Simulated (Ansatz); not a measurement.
# CH4AlCl: the cost of one run

All numbers below are computed with Ansatz 0.2.0 (RKS B3LYP-D4/def2-SVP).

### Step 1. The system as given

Bond lengths: Al1–Cl2 2.230 Å, Al1–H3 1.560 Å, Al1–C4 1.970 Å, C4–H5 1.110 Å, C4–H6 1.110 Å, C4–H7 1.110 Å. Angles: Cl2–Al1–H3 120.0°, Cl2–Al1–C4 120.0°, H3–Al1–C4 120.0°, Al1–C4–H5 109.5°, Al1–C4–H6 109.5°, Al1–C4–H7 109.5°, H5–C4–H6 109.4°, H5–C4–H7 109.4°, H6–C4–H7 109.4°.

Structure file:

```xyz
7

Al    0.0000    0.0000    0.0000
Cl    0.0000    0.0000    2.2300
H     1.3510    0.0000   -0.7800
C    -1.7060    0.0000   -0.9850
H    -2.2662   -0.9305   -0.7558
H    -2.3102    0.8797   -0.6796
H    -1.5043    0.0508   -2.0753
```

### Step 2. Preparing the start

The input, input.yaml:

```yaml
crystal:
  periodic: [false, false, false]
  atoms:
    - { symbol: Al, position_ang: [0.0, 0.0, 0.0] }
    - { symbol: Cl, position_ang: [0.0, 0.0, 2.23] }
    - { symbol: H, position_ang: [1.351, 0.0, -0.78] }
    - { symbol: C, position_ang: [-1.706, 0.0, -0.985] }
    - { symbol: H, position_ang: [-2.2662, -0.9305, -0.7558] }
    - { symbol: H, position_ang: [-2.3102, 0.8797, -0.6796] }
    - { symbol: H, position_ang: [-1.5043, 0.0508, -2.0753] }
basis:
  gaussian: { orbitals: def2-SVP }
hamiltonian:
  xc: b3lyp
  dispersion: d4
relax:
  f_tol: 0.02
  max_steps: 40
```

The run is started by

```
$ ansatz run input.yaml --threads 1 --pin off --max-ram 2048MiB --backend cpu --events-out ev --progress --plain --runs-dir out
```

What time and memory should one allow on 1 thread of Arm Neoverse V2, shared host?

About 10 s, with a peak of 0.13 GiB.
